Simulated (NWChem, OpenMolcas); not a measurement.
**BOF (fluoro(oxo)borane): the HOMO–LUMO gap, rung by rung**

The species is BOF (3 atoms), meant as a singlet with charge 0. As SMILES, `O=BF`. Geometry: relaxed at PBE0-D4/def2-TZVP.

```xyz
3

O     0.9831   -0.5651    0.4799
B     0.0203   -0.0116    0.0099
F    -1.0034    0.5768   -0.4898
```

Quantity: the HOMO–LUMO gap, in eV. The values are calculated.

| level | kind | program | value (eV) | CPU time |
| --- | --- | --- | --- | --- |
| PBE/cc-pVTZ | GGA | NWChem | 7.58 | 17 s |
| revPBE/cc-pVTZ | GGA | OpenMolcas | 7.59 | 13 s |
| M06-L/cc-pVTZ | meta-GGA | OpenMolcas | 8.61 | 17 s |
| r2SCAN/cc-pVTZ | meta-GGA | OpenMolcas | 8.48 | 16 s |
| B3LYP/cc-pVTZ | global hybrid | NWChem | 9.49 | 18 s |
| M06-2X/cc-pVTZ | hybrid meta-GGA | OpenMolcas | 12.57 | 15 s |
| PBE0/cc-pVTZ | global hybrid | NWChem | 10.16 | 18 s |
| CAM-B3LYP/cc-pVTZ | range-separated hybrid | NWChem | 12.52 | 58 s |

The values span 7.58 to 12.57 eV. Orbital gaps aren't excitation energies; they tend to grow with the share of exact exchange. CPU times are rough (shared hosts, several kinds of processor): they show what a rung costs within a factor of a few.
